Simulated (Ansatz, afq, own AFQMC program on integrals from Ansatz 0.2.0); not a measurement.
Integrals from Ansatz 0.2.0, then the random walk in our own AFQMC program (afq).

```yaml
crystal:
  periodic: [false, false, false]
  atoms:
    - {symbol: B, position_ang: [0.000000, 0.000000, -1.467200]}
    - {symbol: N, position_ang: [0.000000, 0.000000, -0.205200]}
    - {symbol: Ga, position_ang: [0.000000, 0.000000, 1.672400]}
basis:
  gaussian: {orbitals: cc-pVDZ}
magnetization: {spin_polarized: true, initial_magnetization: 3}
correlation: {method: ccsd_t, electrons: outside_noble_gas, hamiltonian_folder: ham}
```

```sh
$ ansatz run in.yaml --threads 1 --pin off --events-out ev --progress --plain --max-ram 1843MiB
```

Options of the walk:

```
--method phaseless --trial cisd --walkers 60 --populations 1 --least-time 40 --time-step 0.005 --steps-per-block 50 --equilibration-blocks 28 --max-blocks 300 --target-error 0.0004 --factor-cut 1e-05 --start spin_pure --seed 2697 --release-times 0.24,0.51,0.99,1.62,2.4 --release-step 0.03 --release-every 4 --taylor-order 6
```

Times are imaginary, in 1/Eh. The walk had a cap of 1462 s. Filled inner d shells are frozen with the cores.

Log:

```
orbitals 39  electrons 7 4  factors 300 of 593
reference energy -2002.23707437 Eh
CCSD correlation -0.24792132 Eh in 13 cycles, weight of the determinant in the CISD state 0.8699
energy of the start -2002.480274 Eh
 block  time / (1/Eh)  mean weight  energy / Eh
     1     0.250  1.0002  -2002.480366
     2     0.500  1.0017  -2002.484425
     3     0.750  1.0004  -2002.484960
     4     1.000  1.0003  -2002.486290
     5     1.250  0.9995  -2002.494644
     9     2.250  0.9990  -2002.489501
    33     8.250  0.9994  -2002.489845
    65    16.250  1.0006  -2002.495259
    97    24.250  0.9986  -2002.494987
   113    28.250  1.0001  -2002.508620
   129    32.250  0.9996  -2002.497296
   161    40.250  1.0014  -2002.491587
   193    48.250  1.0013  -2002.489013
   225    56.250  1.0016  -2002.497004
   257    64.250  0.9965  -2002.490814
   281    70.250  0.9989  -2002.446911
   289    72.250  0.9990  -2002.495462
   321    80.250  1.0024  -2002.505437
blocks merged  error / Eh  count
     1  0.000477  300
     2  0.000601  150
     4  0.000665  75
     8  0.000681  37
    16  0.000528  18
    32  0.000682  9
released: time / (1/Eh)  energy / Eh  error  mean overlap
  0.24  -2002.498053  0.000738  0.9900
  0.51  -2002.497838  0.000535  0.9932
  0.99  -2002.498701  0.000663  0.9848
  1.62  -2002.498377  0.000912  1.0012
  2.40  -2002.499466  0.001203  1.0239
energy -2002.496442 +/- 0.000681 Eh
(rows thinned)
```

The run passed its tests (sampling time, drift between the halves within three errors, error under three times the target), which doesn't prove that it has relaxed.

Against this walk (error 18.5 meV) on the same determinant: CCSD(T) 3.6 meV lower (within the noise), CCSDT(Q) 71.1 meV lower. The error is statistical and leaves out the bias of the constraint. The determinant has ⟨S²⟩ = 3.86, so the low cluster orders mix in higher spin (the high orders can go on to a lower state of that spin), while the walk starts as a pure quartet. Released to 2.40 1/Eh the energy lies 82 ± 38 meV (both errors) below the phaseless value, which shows part or all of the bias of the constraint, and CCSDT(Q) lies 11.2 meV above the released value. CCSDT(Q) is the surest value here, so the walk's 71 meV above it is most likely the bias of the constraint with this trial, which can have either sign.

Cautions: constraint bias not in the error; error above the target (18.5 against 10.9 meV); no relativity below Rb; no spin-orbit coupling; inner d shell frozen; another spin lies lower (by 3.20 eV); unrestricted determinant spin contaminated (⟨S²⟩ 3.86 against 3.75).

The walk took 11 min on 1 thread of Arm Neoverse V1, on a shared host. The log's last line is the phaseless energy.

CCSDT and higher add their correlation energy to the determinant of the CCSD(T) run, since their own runs factorise the integrals more tightly (a shift of under 2 meV). A walk keeps the symmetry of its determinant, which the program's search chose and which needn't be the lowest solution, so a lower state of the same spin and another symmetry isn't excluded.
